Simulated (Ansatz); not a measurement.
**Interlayer binding energy of 1T (CdI2-type) PtS₂ at several levels of theory**

No measured value is used here.

| level (code) | value (meV/Å²) | cell (Å³/atom) |
|---|---|---|
| LDA (Ansatz) | 22.1 | 16.58 |
| PBE (Ansatz) | 0.6 | 23.90 |
| PBEsol (Ansatz) | 6.5 | 17.54 |
| PBE-D3(BJ) (Ansatz) | 36.3 | 17.26 |
| PBE-D4 (Ansatz) | ___ | 17.36 |
| rVV10 (Ansatz) | 30.0 | 19.10 |
| r²SCAN (Ansatz) | 4.5 | 20.39 |
| r²SCAN-D4 (Ansatz) | ___ | 18.93 |
| r²SCAN+rVV10 (Ansatz) | 22.2 | 18.67 |
| HSE06-D3(BJ) (Ansatz) | 47.4 | 17.26 |
| PBE0-D3(BJ) (Ansatz) | ___ | 17.26 |

Question: What belongs in the gaps?

Answer: 
- PBE-D4 (Ansatz, a first-principles code), value (meV/Å²): 31.3
- r²SCAN-D4 (Ansatz), value (meV/Å²): 19.9
- PBE0-D3(BJ) (Ansatz), value (meV/Å²): 39.1

Density-functional levels without +SOC have no spin–orbit coupling. LDA, PBE, PBEsol, r²SCAN: the cell comes from a level without a dispersion term, which matters for the spacing of layers, chains or molecules. HSE06-D3(BJ), PBE0-D3(BJ): hybrids on metals are sensitive to the k mesh and can open a false gap. Values are at the level's own equilibrium cell; HSE06-D3(BJ) at the PBE-D3(BJ) cell; PBE0-D3(BJ) at the PBE-D3(BJ) cell. Ansatz's density-functional and Hartree–Fock values are scalar-relativistic unless marked +SOC, with PAW data made under PBE.
